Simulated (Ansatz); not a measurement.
Relaxation of CH$_{5}$AlS (8 atoms, charge 0, multiplicity 1), to a largest force component of 0.02 eV/Å in at most 50 steps.

Level of theory: RKS B3LYP/def2-SVP (Ansatz).

```xyz
8
Properties=species:S:1:pos:R:3:forces:R:3
C -0.745 0.957 -0.427 -3.04 2.91 -1.27
S -0.531 0.398 1.256 1.93 2.45 2.17
Al 0.901 -1.236 0.640 0.77 -2.52 -0.81
H -1.145 0.204 -1.073 -0.52 -1.11 -0.57
H 0.166 1.349 -0.892 0.64 -0.01 0.63
H -1.509 1.865 -0.414 1.42 -1.75 -0.10
H 2.524 -0.919 0.581 -0.20 0.65 0.28
H -0.934 0.117 2.546 -0.99 -0.63 -0.33
```

Task: Where does it end, and by what steps?

Result: The run converged. After 16 steps the energy has fallen by 3.434 eV; Al3 moved furthest, 0.87 Å.

```
step  energy less start (eV)  largest force component (eV/Å)  accepted
   0                  0.0000                           3.042       yes
   1                 -1.4327                           2.422       yes
   2                 -2.3645                           2.350       yes
   3                 -2.8814                           1.916       yes
   4                 -3.1911                           1.093       yes
   5                 -3.3139                           0.753       yes
   6                 -3.3431                           0.425       yes
   7                 -3.3820                           0.126       yes
   8                 -3.3986                           0.303       yes
   9                 -3.3883                           0.357        no
  10                 -3.4182                           0.135       yes
  11                 -3.4270                           0.089       yes
  12                 -3.4323                           0.020       yes
  13                 -3.4327                           0.022       yes
  14                 -3.4336                           0.036       yes
  15                 -3.4247                           0.170        no
  16                 -3.4341                           0.013       yes
```

```xyz
8
Properties=species:S:1:pos:R:3
C -0.702 1.040 -0.299
S -0.208 0.533 1.388
Al 1.385 -1.694 1.204
H -1.139 0.201 -0.858
H 0.228 1.352 -0.793
H -1.406 1.883 -0.256
H 1.989 -0.696 0.003
H -1.419 0.114 1.826
```

Whether the end is a true minimum wasn't checked by a vibrational analysis.

The run took 56 s on 1 thread of Arm Neoverse V1 (shared host), peak memory 0.14 GiB.
